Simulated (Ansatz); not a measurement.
## GeH₄, singlet: the ladder up to full CI

Geometry: a point of a stretch scan, not a stationary point.

```xyz
5

Ge   -0.0013   -0.0013   -0.0013
H     0.9791    0.9823    0.9810
H    -0.8891   -0.8853    0.8844
H    -0.8851    0.8832   -0.8905
H     0.8861   -0.8890   -0.8838
```

Basis 6-31G (Cartesian d functions); Ansatz 0.2.0. Only valence electrons are correlated (noble-gas cores and the filled d shells of p-block atoms frozen), which leaves 8 electrons in 23 orbitals. R marks a restricted (for open shells ROHF) determinant. Active spaces: pair = (2e, 2o) about the gap; valence = (8e, 8o) chosen from the atoms' valence shells. No spin–orbit coupling is included, and no scalar relativity.

Full CI is exact within this basis and frozen core; it isn't the basis-set limit.

- UHF ⟨S²⟩: 0.000
- T1 diagnostic (RCCSD): 0.0089
- largest doubles amplitude (RCCSD): 0.065

```tsv
level	E − E(RHF) (eV)
RMP2	-1.7167
RCCSD	-2.3869
RCCSD(T)	-2.4162
```

Question: Estimate how far full CI in 6-31G lies from RCCSD(T). The table doesn't fix it; the size of (T) and the diagnostics are the guide.

Answer: Full CI in 6-31G lies 0.26 kcal/mol below RCCSD(T), which is 39 % of the (T) step (-0.67 kcal/mol). The diagnostics give no warning, yet the rest is a sizeable part of (T).

The other levels:

| level | E − E(full CI) (kcal/mol) | share of correlation (%) | wall time |
| --- | --- | --- | --- |
| CISD | 3.12 | 94.43 | 0.53 s |
| BCCD(T) | 0.26 | 99.54 | 0.49 s |
| RCCSDT | 0.03 | 99.94 | – |
| RCCSDT(Q) | 0.01 | 99.99 | 1.2 s |
| RCCSDTQ | 0.00 | 100.00 | 16 s (H100) |
| CASSCF (pair space) | 44.77 | 20.02 | – |
| NEVPT2 (pair space) | 13.25 | 76.33 | 0.74 s |
| MRCISD (pair space) | 1.94 | 96.53 | – |
| MRCISD+Q (pair space) | -0.15 | 100.26 | 0.87 s |
| CASSCF (valence space) | 13.86 | 75.24 | – |
| NEVPT2 (valence space) | 3.80 | 93.22 | 2.5 s |
| MRCISD (valence space) | 0.38 | 99.32 | – |
| MRCISD+Q (valence space) | 0.21 | 99.63 | 3.2 s |

The correlation energy at full CI, counted from RHF, is -2.427 eV. That run took 17 s on 2 threads of AMD EPYC 7R13 with a shared H100 80 GB, shared host over 39,205,625 determinants.

Times hold each run's SCF and search for its determinant on a shared host, so for small cases they say little of a method's own cost; rows without a card ran on 1 thread of AMD EPYC 7R13.

More than 5 meV below full CI, which no variational method can be: MRCISD+Q (pair space).

The full-CI state has the irrep A' of Cs, in the program's axes (one component, if the state is degenerate).

Natural occupations of full CI about the gap: 1.979 1.964 1.964 1.954 0.042 0.028 0.024 0.024 0.004 0.004; effectively unpaired electrons, Σ n²(2−n)², 0.03.
